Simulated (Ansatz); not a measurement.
This Ansatz (a program for electronic structure) input (r2SCAN/def2-TZVPP) gives -189.75242 Eh with 121 basis functions. A basis named .json is the Basis Set Exchange file of that set (core-valence sets with the plain set on hydrogen).

Ansatz 0.2 input:
```yaml
crystal:
  periodic: [false, false, false]
  atoms:
    - {symbol: O, position_ang: [-1.03161242, -0.43547658, -0.01906221]}
    - {symbol: C, position_ang: [0.00415137, 0.42058817, 0.00392352]}
    - {symbol: O, position_ang: [1.15861150, 0.10574915, 0.01788813]}
    - {symbol: H, position_ang: [-0.66969788, -1.33749408, -0.02206250]}
    - {symbol: H, position_ang: [-0.37120299, 1.45178455, 0.00791402]}
basis:
  gaussian:
    orbitals: def2-TZVPP
    fitting: {mean_field: cc-pVTZ-JKFIT.json}
hamiltonian:
  xc: {name: r2SCAN}
magnetization: {spin_polarized: false}
```

Change:
```diff
- fitting: {mean_field: cc-pVTZ-JKFIT.json}
+ fitting: {mean_field: def2-universal-JKFIT.json}
```

Task: What does the run give now?

Result: -189.75246 Eh (r2SCAN/def2-TZVPP, 121 functions), a change of -0.04 mEh.
